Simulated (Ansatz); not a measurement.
Input for Ansatz (development build ahead of 0.2.0):

```yaml
crystal:
  periodic: [false, false, false]
  atoms:
    - { symbol: B, position_ang: [0.0, 0.0, 0.95134] }
    - { symbol: B, position_ang: [0.0, 0.0, -0.95134] }
    - { symbol: H, position_ang: [1.07283, 0.0, 0.0] }
    - { symbol: H, position_ang: [-1.07283, 0.0, 0.0] }
    - { symbol: H, position_ang: [0.0, 1.13565, 1.58403] }
    - { symbol: H, position_ang: [0.0, -1.13565, 1.58403] }
    - { symbol: H, position_ang: [0.0, 1.13565, -1.58403] }
    - { symbol: H, position_ang: [0.0, -1.13565, -1.58403] }
basis:
  gaussian: { orbitals: cc-pVTZ }
hamiltonian:
  xc: hf
correlation:
  method: mp2
  frozen_orbitals: { B: 1, H: 0 }
```

The input is written out in the form of the current development build from the run's settings.

Output:

| Quantity | Value |
| --- | --- |
| Converged | yes |
| Reference energy | -52.80220 hartree |
| Correlation energy | -0.26068 hartree |
| Total energy | -53.06288 hartree |
| Spin squared of the determinant | 0.000 |

Caution: no unrestricted run beside it, a lower state can exist.
